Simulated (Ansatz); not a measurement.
A run for Ansatz (a quantum-chemistry and plane-wave program): R-CCSD(T)/aug-cc-pVTZ on methane (SMILES C), atoms moved off the minimum.

Ansatz 0.2 input:
```yaml
crystal:
  periodic: [false, false, false]
  atoms:
    - {symbol: C, position_ang: [0.03150889, 0.01816974, -0.01535341]}
    - {symbol: H, position_ang: [-0.73594316, -0.30373985, -0.75017441]}
    - {symbol: H, position_ang: [0.10478397, 1.12070333, -0.01726304]}
    - {symbol: H, position_ang: [-0.36996422, -0.27612721, 1.00290027]}
    - {symbol: H, position_ang: [0.96046708, -0.47182921, -0.22696919]}
basis:
  gaussian:
    orbitals: aug-cc-pVTZ
magnetization: {spin_polarized: false}
correlation: {method: ccsd_t, electrons: outside_noble_gas}
scf: {lower_state_search: off}
output: {forces: true}
```

The head of its log:

```
WARN ansatz: RAYON_NUM_THREADS=1 ignored (pool sized by the plan → 1); use --threads N
Functional definition: HF
these checks for a lower state are left out or cut short: starts, cluster_reference, orbital_swaps, neighbouring_geometries, increment
integrals: 0.28 GiB planned
755 factors; integrals over basis functions are off by at most 9.4e-4 eV
mean field: 0.20 GiB planned
mean field evaluation 1: about -1092.7872 eV, gradient 2.4e1 eV
mean field evaluation 2: about -1092.7872 eV, gradient 2.4e1 eV
mean field evaluation 4: about -1094.1721 eV, gradient 1.5e0 eV
mean field evaluation 8: about -1094.1846 eV, gradient 2.0e-4 eV
mean field -1094.18457053 eV, -40.2105413022 hartree, gradient 3.4e-7 eV, S^2 0.000000; 0 other end points of the search recorded, 0 dependent functions left out
1 core orbitals not correlated
reference -1094.18457053 eV, -40.2105413022 hartree; 4, 4 occupied and 133, 133 virtual orbitals, 755 factors
densities: 1.27 GiB planned
```

Problem. Give the final energy of this run.

Solution. -40.4387 hartree (reference determinant -40.2105, T1 diagnostic 0.008).
